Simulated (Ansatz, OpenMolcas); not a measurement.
A ladder of methods for C4H12N+ (tetramethylammonium)

C4H12N+, singlet, SMILES `C[N+](C)(C)C`. Each level relaxes the structure for itself.

Quantity: the zero-point energy at each level's own minimum, in kJ/mol. The values are calculated.

| level | kind | program | value (kJ/mol) |
| --- | --- | --- | --- |
| HF/STO-3G | Hartree–Fock | Ansatz | 501.4 |
| HF/3-21G | Hartree–Fock | Ansatz | 461.0 |
| HF/6-31G* (Cartesian functions) | Hartree–Fock | OpenMolcas | 462.0 |
| B3LYP/6-31G* (Cartesian functions) | global hybrid | Ansatz | 432.7 |
| MP2/6-31G* (Cartesian functions) | perturbation theory | Ansatz | 441.0 |

Harmonic and unscaled. The values span 432.7 to 501.4 kJ/mol. Without the sets that lack polarisation functions the rows with a basis span only 432.7 to 462.0 kJ/mol.
